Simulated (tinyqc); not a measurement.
Inside a calculation. Method: UHF in the sto-3g basis, for BH, spin multiplicity 3. This run ends on a higher stationary point, not on the lowest solution. One step of it, computed by the program tinyqc.

Question. Iteration 2: building the Fock matrix. J_ij = sum D_kl (ij|kl) with D = D(alpha) + D(beta), K_ij = sum D_kl (ik|jl) for each spin; F = H + J - K(s); E = tr D H + tr D J / 2 - 0.5 sum_s tr D(s) K(s) + E_nn.

D(alpha) after iteration 1, lower triangle:
```
            1B 1s     1B 2s    1B 2px    1B 2py    1B 2pz     2H 1s
1B 1s    1.036039
1B 2s   -0.126370  0.474647
1B 2px   0.000000  0.000000  1.000000
1B 2py   0.000000  0.000000  0.000000  1.000000
1B 2pz  -0.084138  0.275132  0.000000  0.000000  0.168802
2H 1s   -0.071802  0.182686  0.000000  0.000000  0.084495  0.123578
```

D(beta) after iteration 1, lower triangle:
```
            1B 1s     1B 2s    1B 2px    1B 2py    1B 2pz     2H 1s
1B 1s    1.026784
1B 2s   -0.090002  0.333705
1B 2px   0.000000  0.000000  0.000000
1B 2py   0.000000  0.000000  0.000000  0.000000
1B 2pz  -0.076680  0.239213  0.000000  0.000000  0.173031
2H 1s   -0.075450  0.182488  0.000000  0.000000  0.119389  0.214850
```

core Hamiltonian H = T + V (hartree), lower triangle:
```
             1B 1s      1B 2s     1B 2px     1B 2py     1B 2pz      2H 1s
1B 1s   -12.798683
1B 2s    -3.315959  -3.866964
1B 2px    0.000000   0.000000  -3.026662
1B 2py    0.000000   0.000000   0.000000  -3.026662
1B 2pz   -0.021434  -0.177322   0.000000   0.000000  -3.163202
2H 1s    -1.001013  -1.924751   0.000000   0.000000  -1.682219  -2.806600
```

Two-electron integrals (ij|kl) in chemists' order, unique and non-zero (hartree):
```
(11|11) 2.923513   (21|11) 0.518376   (21|21) 0.109262   (22|11) 0.744229
(22|21) 0.193177   (22|22) 0.544804   (31|31) 0.020264   (32|31) 0.029996
(32|32) 0.120346   (33|11) 0.742491   (33|21) 0.193240   (33|22) 0.544682
(33|33) 0.586773   (41|41) 0.020264   (42|41) 0.029996   (42|42) 0.120346
(43|43) 0.031630   (44|11) 0.742491   (44|21) 0.193240   (44|22) 0.544682
(44|33) 0.523513   (44|44) 0.586773   (51|51) 0.020264   (52|51) 0.029996
(52|52) 0.120346   (53|53) 0.031630   (54|54) 0.031630   (55|11) 0.742491
(55|21) 0.193240   (55|22) 0.544682   (55|33) 0.523513   (55|44) 0.523513
(55|55) 0.586773   (61|11) 0.154715   (61|21) 0.032450   (61|22) 0.057396
(61|33) 0.057113   (61|44) 0.057113   (61|51) 0.002405   (61|52) 0.004356
(61|55) 0.057995   (61|61) 0.009954   (62|11) 0.321962   (62|21) 0.084580
(62|22) 0.256576   (62|33) 0.249773   (62|44) 0.249773   (62|51) 0.009322
(62|52) 0.053088   (62|55) 0.269955   (62|61) 0.026711   (62|62) 0.157049
(63|31) 0.009135   (63|32) 0.040837   (63|53) 0.010358   (63|63) 0.019024
(64|41) 0.009135   (64|42) 0.040837   (64|54) 0.010358   (64|64) 0.019024
(65|11) 0.283061   (65|21) 0.075440   (65|22) 0.241545   (65|33) 0.228641
(65|44) 0.228641   (65|51) 0.016436   (65|52) 0.087152   (65|55) 0.267106
(65|61) 0.025192   (65|62) 0.173887   (65|65) 0.207622   (66|11) 0.466995
(66|21) 0.125026   (66|22) 0.424272   (66|33) 0.398876   (66|44) 0.398876
(66|51) 0.018351   (66|52) 0.132904   (66|55) 0.474660   (66|61) 0.040519
(66|62) 0.317618   (66|65) 0.384896   (66|66) 0.774606
```

nuclear repulsion = 2.38798380 hartree

Give: Coulomb J; exchange K(alpha); exchange K(beta); F(alpha); F(beta); total energy of this density.

Answer.

Coulomb J (hartree), lower triangle:
```
         1B 1s   1B 2s  1B 2px  1B 2py  1B 2pz   2H 1s
1B 1s   8.6098
1B 2s   1.7560  3.5801
1B 2px  0.0000  0.0000  3.5714
1B 2py  0.0000  0.0000  0.0000  3.5714
1B 2pz  0.0434  0.2322  0.0000  0.0000  3.5855
2H 1s   0.5298  1.7636  0.0000  0.0000  1.7140  2.9821
```

exchange K(alpha) (hartree), lower triangle:
```
         1B 1s   1B 2s  1B 2px  1B 2py  1B 2pz   2H 1s
1B 1s   2.9849
1B 2s   0.5909  0.6940
1B 2px  0.0000  0.0000  0.7120
1B 2py  0.0000  0.0000  0.0000  0.7120
1B 2pz  0.0007  0.2636  0.0000  0.0000  0.3331
2H 1s   0.1782  0.4687  0.0000  0.0000  0.3419  0.5136
```

exchange K(beta) (hartree), lower triangle:
```
         1B 1s   1B 2s  1B 2px  1B 2py  1B 2pz   2H 1s
1B 1s   2.9397
1B 2s   0.5316  0.4073
1B 2px  0.0000  0.0000  0.0811
1B 2py  0.0000  0.0000  0.0000  0.0811
1B 2pz  0.0022  0.2693  0.0000  0.0000  0.2948
2H 1s   0.1620  0.3851  0.0000  0.0000  0.3617  0.5412
```

F(alpha) (hartree), lower triangle:
```
          1B 1s    1B 2s   1B 2px   1B 2py   1B 2pz    2H 1s
1B 1s   -7.1738
1B 2s   -2.1508  -0.9808
1B 2px   0.0000   0.0000  -0.1673
1B 2py   0.0000   0.0000   0.0000  -0.1673
1B 2pz   0.0212  -0.2088   0.0000   0.0000   0.0892
2H 1s   -0.6493  -0.6298   0.0000   0.0000  -0.3101  -0.3381
```

F(beta) (hartree), lower triangle:
```
          1B 1s    1B 2s  1B 2px  1B 2py   1B 2pz    2H 1s
1B 1s   -7.1286
1B 2s   -2.0916  -0.6942
1B 2px   0.0000   0.0000  0.4636
1B 2py   0.0000   0.0000  0.0000  0.4636
1B 2pz   0.0197  -0.2145  0.0000  0.0000   0.1275
2H 1s   -0.6332  -0.5462  0.0000  0.0000  -0.3300  -0.3657
```

total energy of this density = -24.457946 hartree

This density is a damped mixture and is not idempotent.
